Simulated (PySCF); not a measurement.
nitric oxide (NO), SMILES O=[N], multiplicity 2. Atoms are numbered in the order given.

```xyz
2

N      0.0000     0.0000    -0.6174
O      0.0000     0.0000     0.5402
```
Charge 0, spin multiplicity 2.

The structure is a stationary point at PBE-D3(BJ)/def2-TZVPD.

The numbers are results of PySCF with PBE-D3(BJ)/def2-TZVPD, not measurements.

Frequencies are harmonic and unscaled.

Computed vibrational spectrum:
| mode | ν (cm⁻¹) | IR (km/mol) | moving atoms (share of kinetic energy) |
|---|---|---|---|
| 1 | 1890 | 33.1 | N 53 %, O 47 % |
